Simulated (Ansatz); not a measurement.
# One shape, several levels: S2F2 (Thio-thionyl fluoride)

Wanted: a comparison of 6 runs (BLYP/STO-3G, CAM-B3LYP/STO-3G, SVWN5/STO-3G, UB3LYP/STO-3G, UPBE0/STO-3G, FCI/STO-3G) of S2F2 (Thio-thionyl fluoride). 

The results are computed with Ansatz 0.2.0.

55 further runs of the same task are left out: 15 that didn't finish, 40 set aside as unsound or not needed.

### 1 Starting point

The species is S2F2 (4 atoms), meant as a singlet with charge 0. As SMILES, `FS(F)=S`. The S4–S2 distance was set to 2.788 Å, away from the relaxed value.

Bond lengths: F1–S2 1.606 Å, S2–F3 1.606 Å. Angles: F1–S2–F3 92.0°.

### 2 A single-point energy at BLYP/STO-3G (run 1)

in.yaml reads:

```yaml
crystal:
  periodic: [false, false, false]
  atoms:
    - symbol: F
      position_ang: [0.778240, -0.276094, 1.896203]
    - symbol: S
      position_ang: [-0.437580, -0.702954, 0.937883]
    - symbol: F
      position_ang: [0.356770, -1.995324, 0.410963]
    - symbol: S
      position_ang: [-0.567510, 1.135710, -1.153590]
basis:
  gaussian:
    orbitals: STO-3G
total_charge: 0
hamiltonian:
  xc: {name: BLYP}
accuracy: high
```

The run is started by

```sh
$ ansatz run in.yaml --threads 1 --pin off --max-ram 3480MiB --events-out events.jsonl --progress --plain --runs-dir runs
```

The program printed:

```text
Warning: RAYON_NUM_THREADS=1 ignored (pool sized by the plan → 1); use --threads N
Functional definition: BLYP
  name "BLYP"
  parameter beta = 0.0042
  parameter a = 0.04918
  parameter b = 0.132
  parameter c = 0.2533
  parameter d = 0.349
  exchange = b88_x(beta = beta)
  correlation = lyp_c(a = a, b = b, c = c, d = d)
507 factors; integrals over basis functions are off by at most 3.3e-8 eV
mean field evaluation 1: about -26757.8456 eV, gradient 4.7e1 eV
mean field evaluation 2: about -26615.6208 eV, gradient 4.2e1 eV
mean field evaluation 4: about -26743.3996 eV, gradient 3.5e1 eV
mean field evaluation 8: about -26775.4698 eV, gradient 6.5e-1 eV
mean field evaluation 16: about -26775.4534 eV, gradient 3.0e-8 eV
mean field -26775.45344128 eV, -983.9797649130 hartree, gradient 3.0e-8 eV, S^2 0.000000; 0 other end points of the search recorded, 0 dependent functions left out
reference -26775.45347321 eV, -983.9797660863 hartree; 25, 25 occupied and 3, 3 virtual orbitals, 507 factors
Total energy: -26775.45347321 eV, -983.9797660863 hartree
```

It took 1.7 s on 1 thread of Arm Neoverse V1, shared host; peak memory 0.1 GiB.

### 3 A single-point energy at CAM-B3LYP/STO-3G (run 2)

molecule.yaml reads:

```yaml
crystal:
  periodic: [false, false, false]
  atoms:
    - {symbol: F, position_ang: [0.778240, -0.276094, 1.896203]}
    - {symbol: S, position_ang: [-0.437580, -0.702954, 0.937883]}
    - {symbol: F, position_ang: [0.356770, -1.995324, 0.410963]}
    - {symbol: S, position_ang: [-0.567510, 1.135710, -1.153590]}
basis:
  gaussian:
    orbitals: STO-3G
hamiltonian:
  xc: {name: CAM-B3LYP}
accuracy: high
```

The run is started by

```sh
$ ansatz run molecule.yaml --threads 1 --pin off --max-ram 3480MiB --events-out events.jsonl --progress --plain --runs-dir runs
```

The program printed:

```text
Warning: RAYON_NUM_THREADS=1 ignored (pool sized by the plan → 1); use --threads N
Functional definition: CAM-B3LYP
  name "CAM-B3LYP"
  parameter alpha = 0.19
  parameter beta = 0.46
  parameter omega = 0.33/bohr
  parameter ac = 0.81
  exchange = (1 - alpha - beta)*b88_x + beta*b88_x_sr(omega) + alpha*exact_x + beta*exact_x_lr(omega)
  correlation = (1 - ac)*vwn5_c + ac*lyp_c
507 factors; integrals over basis functions are off by at most 3.3e-8 eV
182 factors; integrals over basis functions are off by at most 1.4e-9 eV
mean field evaluation 1: about -26758.8724 eV, gradient 4.9e1 eV
mean field evaluation 2: about -26622.4677 eV, gradient 5.2e1 eV
mean field evaluation 4: about -26748.5490 eV, gradient 3.6e1 eV
mean field evaluation 8: about -26776.1599 eV, gradient 2.0e-2 eV
mean field evaluation 16: about -26775.3526 eV, gradient 2.6e0 eV
mean field -26776.17155487 eV, -984.0061551005 hartree, gradient 2.3e-8 eV, S^2 0.000000; 4 other end points of the search recorded, 0 dependent functions left out
reference -26776.17156623 eV, -984.0061555181 hartree; 25, 25 occupied and 3, 3 virtual orbitals, 507 factors
Total energy: -26776.17156623 eV, -984.0061555181 hartree
```

It took 2.3 s on 1 thread of Arm Neoverse V1, shared host; peak memory 0.11 GiB.

Runs 3 to 4 aren't shown in full; the table further down has their settings and results.

### 4 The energy at UPBE0/STO-3G (run 5)

input.yaml reads:

```yaml
crystal:
  periodic: [false, false, false]
  atoms:
    - {symbol: F, position_ang: [0.778240, -0.276094, 1.896203]}
    - {symbol: S, position_ang: [-0.437580, -0.702954, 0.937883]}
    - {symbol: F, position_ang: [0.356770, -1.995324, 0.410963]}
    - {symbol: S, position_ang: [-0.567510, 1.135710, -1.153590]}
basis:
  gaussian:
    orbitals: STO-3G
hamiltonian:
  xc: {name: PBE0}
accuracy: high
magnetization:
  spin_polarized: true
  initial_magnetization: 0
```

The run is started by

```sh
$ ansatz run input.yaml --threads 1 --pin off --max-ram 3480MiB --events-out events.jsonl --progress --plain --runs-dir runs
```

The program printed:

```text
Warning: RAYON_NUM_THREADS=1 ignored (pool sized by the plan → 1); use --threads N
Functional definition: PBE0
  name "PBE0"
  parameter a = 0.25
  parameter kappa = 0.804
  parameter beta = 0.06672455060314922
  exchange = (1 - a)*pbe_x(kappa = kappa, mu = beta*pi^2/3) + a*exact_x
  correlation = pbe_c(beta = beta)
507 factors; integrals over basis functions are off by at most 3.3e-8 eV
mean field evaluation 1: about -26750.5303 eV, gradient 3.4e1 eV
mean field evaluation 2: about -26611.5511 eV, gradient 3.1e1 eV
mean field evaluation 4: about -26737.0651 eV, gradient 2.3e1 eV
mean field evaluation 8: about -26767.5921 eV, gradient 6.0e-1 eV
mean field evaluation 16: about -26767.6205 eV, gradient 2.0e-8 eV
mean field evaluation 32: about -26768.3800 eV, gradient 7.6e-1 eV
mean field evaluation 64: about -26767.8984 eV, gradient 1.7e0 eV
mean field -26768.42970165 eV, -983.7216472423 hartree, gradient 1.7e-8 eV, S^2 0.915702; 9 other end points of the search recorded, 0 dependent functions left out
reference -26768.42970260 eV, -983.7216472773 hartree; 25, 25 occupied and 3, 3 virtual orbitals, 507 factors
Total energy: -26768.42970260 eV, -983.7216472773 hartree
```

Run time: 9.9 s. Hardware: 1 thread of Arm Neoverse V1, shared host; peak memory 0.17 GiB.

### 5 A single-point energy at FCI/STO-3G (run 6)

in.yaml reads:

```yaml
crystal:
  periodic: [false, false, false]
  atoms:
    - {symbol: F, position_ang: [0.778240, -0.276094, 1.896203]}
    - {symbol: S, position_ang: [-0.437580, -0.702954, 0.937883]}
    - {symbol: F, position_ang: [0.356770, -1.995324, 0.410963]}
    - {symbol: S, position_ang: [-0.567510, 1.135710, -1.153590]}
basis:
  gaussian: {orbitals: STO-3G}
correlation: {method: fci, frozen_orbitals: {F: 1, S: 5}}
accuracy: high
```

The run is started by

```sh
$ ansatz run in.yaml --threads 1 --pin off --max-ram 3480MiB --events-out events.jsonl --progress --plain --runs-dir runs
```

The program printed, shortened:

```text
Warning: RAYON_NUM_THREADS=1 ignored (pool sized by the plan → 1); use --threads N
Functional definition: HF
  name "HF"
[...]
507 factors; integrals over basis functions are off by at most 3.3e-8 eV
[...]
mean field -26727.57541104 eV, -982.2202797546 hartree, gradient 2.1e-8 eV, S^2 0.000000; 4 other end points of the search recorded, 0 dependent functions left out; unrestricted orbitals would lower it
unrestricted determinant -26728.67431515 eV, -982.2606637357 hartree, S^2 0.9613
12 core orbitals not correlated: weight in the atoms' cores, before any rotation towards them, 1.000 or more for the frozen orbitals, at most 0.000 for the correlated occupied ones
reference -26727.57541104 eV, -982.2202797546 hartree; 13, 13 occupied and 3, 3 virtual orbitals, 507 factors
state -26730.45206203 eV, -982.3259947285 hartree
Total energy: -26730.45206203 eV, -982.3259947285 hartree
```

It took 3.9 s on 1 thread of Arm Neoverse V1, shared host; peak memory 0.1 GiB.

### 6 The series

```csv
run,level,frozen core orbitals,energy (Eh),wall time
1,BLYP/STO-3G,–,-983.979766,1.7 s
2,CAM-B3LYP/STO-3G,–,-984.006156,2.3 s
3,SVWN5/STO-3G,–,-980.004797,1.1 s
4,UB3LYP/STO-3G,–,-984.118362,9.6 s
5,UPBE0/STO-3G,–,-983.721647,9.9 s
6,FCI/STO-3G,12,-982.325995,3.9 s
```

### 7 What came out

| quantity | value |
| --- | --- |
| run 6: total energy | -982.32599 Eh |
| run 6: correlation energy (12 core orbitals frozen) | -105.7 mEh |

In words: Totals of different functionals can't be ranked against each other. In runs 1, 2, 3, 4, 5, 6 the basis is minimal, so the values are rough. Spin contamination of the reference: run 5 ⟨S²⟩ = 0.92, run 4 ⟨S²⟩ = 0.90. Where it is this large, the reference is a mixture of spin states, and values that rest on it are in doubt. All runs together took 29 s, the longest 9.9 s.
